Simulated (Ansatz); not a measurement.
Pulling on the C3–H7 bond in propyne (SMILES C#CC) (multiplicity 1 held, fragments rigid). Energies count from the point at 1.062 Å.
Geometry at that point (charge 0, multiplicity 1):
```xyz
7

C     -1.220    -0.126    -0.157
C      0.215     0.022     0.028
C      1.399     0.144     0.180
H     -1.446    -1.007    -0.761
H     -1.640     0.746    -0.662
H     -1.727    -0.236     0.803
H      2.446     0.252     0.315
```

Signs of static correlation in cc-pVTZ, from Ansatz (a program for electronic structure) runs.

| R (Å) | T1 of restricted CCSD | ⟨S²⟩ of UHF | largest double amplitude of restricted CCSD |
|---|---|---|---|
| 0.850 | 0.011 | 0.000 | 0.050 |
| 0.956 | 0.011 | 0.000 | 0.049 |
| 1.062 | 0.011 | 0.000 | 0.049 |
| 1.168 | 0.011 | 0.000 | 0.048 |
| 1.274 | 0.011 | 0.000 | 0.047 |
| 1.434 | 0.012 | 0.000 | 0.058 |
| 1.593 | 0.012 | 0.009 | 0.104 |
| 1.858 | 0.014 | (withheld) | 0.191 |
| 2.124 | 0.018 | 1.080 | (withheld) |
| 2.442 | 0.026 | 1.228 | 0.429 |
| 2.867 | 0.038 | 1.291 | 0.609 |
| 3.398 | 0.048 | 1.309 | 0.772 |

What belongs in the gaps?


- 1.858, ⟨S²⟩ of UHF: 0.769
- 2.124, largest double amplitude of restricted CCSD: 0.291

Doubts at one or more of the structures used: a restricted determinant that unrestricted orbitals would lower (R-CCSD(T)/cc-pVTZ); other coupled-cluster roots lie near (R-CCSD(T)/cc-pVTZ); a spin-contaminated determinant (U-CCSD(T)/cc-pVTZ); T1 above 0.05 (U-CCSD(T)/cc-pVTZ); the program's own flag: large difference (U-CCSD(T)/cc-pVTZ).
